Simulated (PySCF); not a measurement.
These 5 structures share the formula C6H10. The calculation used PySCF, PBE0-D3(BJ)/def2-SVP geometry optimisation, gas phase. Energies are electronic, without zero-point or thermal terms, for one conformer each. No frequencies were run at this level. Point groups hold within 0.08 Å.

Question: Rank from lowest to highest electronic energy at this level (kcal/mol).
A. `C1C[C@H]2CC[C@@H]12`
B. `[CH2:1]=[CH:2][CH:3]1[CH2:4][CH2:5][CH2:6]1` with C1–C2–C3–C4 -128°, C2–C3–C4–C5 -142°, C3–C4–C5–C6 20°, C4–C5–C6–C3 -20°, C2–C3–C6–C5 142°
C. `[CH3:1]/[CH:2]=[CH:3]\[CH:4]=[CH:5]\[CH3:6]` with C2–C3–C4–C5 180°
D. `C#CC(C)(C)C`
E. `[CH2:1]=[CH:2]/[CH:3]=[CH:4]\[CH2:5][CH3:6]` with C1–C2–C3–C4 180°, C3–C4–C5–C6 114°

Answer: C (0.0), E (4.1), B (8.0), A (8.5), D (20.9).

As drawn, the lowest has a C=C bond outside aromatic rings, which the highest lacks; the highest has a C≡C bond and a quaternary carbon, which the lowest lacks. Neighbours under 2.5 kcal/mol apart (C=CC1CCC1 and C1C[C@H]2CC[C@@H]12) can change places with a better method, another conformer or zero-point energy.

| SMILES | E (Eh) | E rel (kcal/mol) | dipole (D) | point group | A, B, C (MHz) |
| --- | --- | --- | --- | --- | --- |
| C/C=C\C=C\C | -234.17608 | 0.0 | 0.32 | Cs | 11105, 1469, 1318 |
| C=C/C=C\CC | -234.16952 | 4.1 | 0.55 | C1 | 9499, 1598, 1478 |
| C=CC1CCC1 | -234.16329 | 8.0 | 0.32 | Cs | 9421, 2174, 1966 |
| C1C[C@H]2CC[C@@H]12 | -234.16253 | 8.5 | 0.12 | C2 | 6208, 3945, 3058 |
| C#CC(C)(C)C | -234.14282 | 20.9 | 0.67 | C3v | 4550, 2686, 2686 |

Q: How do the relative energies change in single points at PBE0/pcSseg-1 (no added dispersion term) on the same geometries?

A: 
| SMILES | PBE0-D3(BJ)/def2-SVP (kcal/mol) | PBE0/pcSseg-1 (kcal/mol) | shift |
| --- | --- | --- | --- |
| C/C=C\C=C\C | 0.0 | 0.0 | 0.0 |
| C=C/C=C\CC | 4.1 | 3.9 | -0.2 |
| C=CC1CCC1 | 8.0 | 9.4 | +1.4 |
| C1C[C@H]2CC[C@@H]12 | 8.5 | 12.4 | +3.9 |
| C#CC(C)(C)C | 20.9 | 19.6 | -1.3 |

Each column counts from its own lowest isomer. The order is unchanged; the largest shift is 3.9 kcal/mol.
